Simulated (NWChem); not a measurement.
A series in which one site is exchanged, each optimised at PBE0/def2-SVP with NWChem, gas phase unless a solvent is named. Some are not confirmed as minima by frequencies. def2 effective core potentials on Zr; no spin-orbit coupling.

A: [Cl][Ti]([Cl])([Cl])[Cl] (TiCl4; site = Ti)
B: [Cl][Zr]([Cl])([Cl])[Cl] (ZrCl4; site = Zr)
C: Cl[Si](Cl)(Cl)Cl (SiCl4; site = Si)
D: ClC(Cl)(Cl)Cl (CCl$_{4}$; site = C)

Question: Rank them by static polarisability, PBE0/def2-SVPD (bohr³), lowest first.

Answer: D (68.8), C (76.6), A (93.3), B (96.1)
